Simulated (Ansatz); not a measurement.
Species: C$_{4}$H$_{4}$N, net charge -1, singlet state. It need not be the lowest isomer of its formula. Whether it binds its extra electron was not tested at this geometry. SMILES: [c-]1cc[nH]c1
Coordinates optimised at B3LYP-D3(BJ)/def2-TZVP (Ansatz, a first-principles code):
```xyz
9

H      0.0112    -0.0229     2.1001
N      0.0055     0.0070     1.0924
C     -0.0158     1.1416     0.2659
C      0.0180    -1.1016     0.2798
C     -0.0178     0.8103    -1.0769
C      0.0044    -0.6398    -1.0236
H     -0.0279     2.1106     0.7566
H      0.0353    -2.0964     0.7096
H      0.0099    -1.3035    -1.8842
```
Charge -1, spin multiplicity 1.

Problem. Give the harmonic wavenumbers at B3LYP-D3(BJ)/def2-TZVP (Ansatz, finite differences of forces, unscaled).

Solution. 126, 592, 623, 635, 683, 793, 820, 884, 987, 1036, 1095, 1102, 1214, 1308, 1359, 1448, 1475, 3105, 3120, 3155, 3551 cm⁻¹. Zero-point energy 41.6 kcal/mol.

Problem. From these and the geometry, give the ideal-gas thermochemistry at 298.15 K and 1 atm (rigid rotor, harmonic oscillator).

Solution. Point group Cs, rotational symmetry number 1. Rotational constants 9.419, 9.343, 4.691 GHz. S(trans) 38.48, S(rot) 24.17, S(vib) 5.57, S(elec, spin only) 0.00, S 68.2 cal/(mol K). H(298) - H(0) 3.40 kcal/mol; G - E(el) 24.7 kcal/mol.
